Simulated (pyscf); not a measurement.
HO–Cd–F + H₂O → HO–Cd–OH + HF, a four-centre exchange (singlet surface; Cd–F, H–O broken, Cd–O, F–H formed). PySCF, gas phase, ωB97X-D3(BJ)/def2-SVP geometries. Energies in kcal/mol from the separated reactants.

Small-basis levels: PySCF, no dispersion term, spherical d functions. AM1 to PM7: differences of heats of formation from MOPAC, which are fitted to 298 K values and so differ in kind from electronic energies by zero-point and thermal terms. Cost: rough CPU time at the saddle relative to B3LYP/6-31G*+LANL2DZ, from one job on a shared machine.

| level | barrier | reaction energy | cost |
|---|---|---|---|
| SVWN5/6-31G*+LANL2DZ | -27.4 | +13.5 | 0.8 |
| BP86/6-31G*+LANL2DZ | -15.2 | +15.1 | 1 |
| PBE/6-31G*+LANL2DZ | -16.5 | +15.6 | 1 |
| B3LYP/LANL2DZ | -15.0 | +14.0 | 0.8 |
| B3LYP/6-31G*+LANL2DZ | -13.1 | +15.6 | 1 |
| PBE/def2-SVP | -13.1 | +8.9 | 2 |
| B3LYP/def2-SVP | -10.1 | +9.5 | 1 |
| PM3 | 14.8 | -10.0 | under 0.02 |
| PM6 | -5.5 | +15.5 | under 0.02 |
| ωB97M-D3(BJ)/def2-TZVP | -5.4 | +8.1 | – |

Against the last row the barrier runs from -22.0 (SVWN5/6-31G*+LANL2DZ) to +20.2 kcal/mol (PM3). ωB97M-D3(BJ)/def2-TZVP has limits of its own. On the reactant side the descent ends in an adduct with a Cd–O contact, 14.6 kcal/mol under the separated species and 8.5 kcal/mol under the saddle at ωB97X-D3(BJ)/def2-TZVP. On the product side the descent ends in a bound adduct, 15.7 kcal/mol under the separated species and 1.5 kcal/mol under the saddle at ωB97X-D3(BJ)/def2-TZVP. At ωB97M-D3(BJ) the saddle lies under the separated reactants, which points to a path from their complex (located at ωB97X-D3(BJ) alone). At ωB97M-D3(BJ) the saddle lies under the separated products, which points to a path from their complex (located at ωB97X-D3(BJ) alone), and parting the products costs more than the saddle. What is counted as formed (Cd–O) is already present as a longer contact in the reactant adduct; forming that adduct is a step of its own. One saddle was located; it need not be the lowest between these sides. In the def2 sets elements past Kr carry core potentials, without spin-orbit coupling.
